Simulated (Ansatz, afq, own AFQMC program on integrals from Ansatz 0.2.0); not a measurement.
SiGeH, quartet: AFQMC among the cluster methods

```xyz
3

Si    0.0000   -0.1779    1.7322
Ge    0.0000    0.0482   -0.6512
H     0.0000    1.4845   -1.3387
```

Connectivity, by distances: Si–GeH.

Basis cc-pVDZ. Only valence electrons are correlated. Ansatz 0.2.0 and our own AFQMC program on the same integrals; the CISD trial comes from CCSD amplitudes, and released means the phaseless constraint is let go. Error bars are statistical, one sigma. No spin–orbit coupling.

Determinant: UHF, the one that the program's search chose, which needn't be the lowest solution. The geometry is a point of a scan.

No full CI on the walks' own integrals is used here; CCSDT(Q) serves as the reference and is uncertain by about the last step of the cluster series.

Cautions: no relativity below Rb; no spin-orbit coupling; inner d shell frozen; lower spins were not checked; higher spins were not checked; raised T1 diagnostic (T1 0.040, weight of the determinant 0.85, largest double 0.09).

```
T1 diagnostic                               : 0.0401
weight of the determinant in the CISD state : 0.845
⟨S²⟩ of the determinant                     : 3.766
size of the correlated space                : 9 electrons in 31 orbitals
```

Reference: CCSDT(Q), correlation energy -4.659 eV. The released energy is read at 2.40 1/Eh (meV from the phaseless value at times in 1/Eh: -11 ± 11 at 0.24, -13 ± 9 at 0.51, -10 ± 10 at 0.99, -26 ± 9 at 1.62, -35 ± 13 at 2.40).

| level | E − E(reference) (kJ/mol) | share of correlation (%) |
| --- | --- | --- |
| HF | 449.5 | 0.00 |
| MP2 | 118.0 | 73.75 |
| CCSD | 23.5 | 94.77 |
| CCSD(T) | 6.1 | 98.64 |
| CCSDT | 1.3 | 99.72 |
| ph-AFQMC/CISD | 3.6 ± 0.9 | 99.19 |
| released AFQMC | 0.3 ± 1.3 | 99.94 |

A walk keeps the symmetry of its determinant, which the program's search chose and which needn't be the lowest solution, so a lower state of the same spin and another symmetry isn't excluded. Released energies are given only where the last usable release times agree within the noise; a slower fall can still hide under it.
